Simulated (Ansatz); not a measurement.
## C3H7, SMILES [CH2]CC: a rigid torsion scan, step by step

With Ansatz 0.2.0, Python API.

Notebook, run cell by cell (the value of a cell's last expression is shown):

In [1]:
```python
import ansatz as az
from ase import Atoms
```

In [2]:
```python
atoms = Atoms(["C", "C", "C", "H", "H", "H", "H", "H", "H", "H"], positions=[
    (-1.0848, 0.3773, -0.6918),
    (0.2701, 0.467, -0.2144),
    (0.5584, -0.6854, 0.7055),
    (-1.5277, -0.5129, -0.9555),
    (-1.6268, 1.3312, -1.022),
    (0.4374, 1.4319, 0.3122),
    (0.9797, 0.4512, -1.0684),
    (1.6646, -0.6004, 1.0627),
    (-0.0603, -0.6623, 1.639),
    (0.4725, -1.6489, 0.2356),
])

# relax first, so that the scan starts from a minimum
first = az.Crystal.molecule_from_ase(atoms).calculation()
first = first.basis(gaussian="6-31G*")
first = first.functional("pbe0")
first = first.spin("collinear", total=1)
first = first.relax(force_tolerance=0.02, max_steps=80)
atoms.positions = first.run().report["positions_ang"]
```

In [3]:
```python
start = atoms.get_dihedral(0, 1, 2, 7)
energies = {}
for turn in range(0, 121, 15):
    turned = atoms.copy()
    turned.set_dihedral(0, 1, 2, 7, start + turn, indices=[2, 7, 8, 9])
    calculation = (
        az.Crystal.molecule_from_ase(turned).calculation()
        .basis(gaussian="6-31G*")
        .functional("pbe0")
        .spin("collinear", total=1)
    )
    energies[round((start + turn) % 360)] = calculation.run().report["free_energy_ev"]
floor = min(energies.values())
print("dihedral C0-C1-C2-H7 (deg)   E - E(min) (eV)")
for angle, e in sorted(energies.items()):
    print(f"{angle:8d} {(e - floor):14.3f}  " + "#" * int(30 * (e - floor) / max(max(energies.values()) - floor, 1e-9)))
```
```text
dihedral C0-C1-C2-H7 (deg)   E - E(min) (eV)
     178          0.000
     193          0.020  ####
     208          0.070  ##############
     223          0.120  #########################
     238          0.142  ##############################
     253          0.122  #########################
     268          0.072  ###############
     283          0.022  ####
     298          0.001
```

The lowest point is at 178° and the highest at 238°, 0.142 eV (13.7 kJ/mol) above it, with the rest of the molecule held.

What to keep in mind:
- The scan is rigid and the energies are electronic, in a modest basis. With rigid groups the curve can differ much from the relaxed path, the start wasn't checked as a minimum of this torsion, and equivalent turns needn't return to the same energy.
- The species is open-shell (spin multiplicity 2).
- Hardware and time: 45 s on 1 thread of Arm Neoverse V1, with other jobs on the host, peak memory 0.21 GiB.
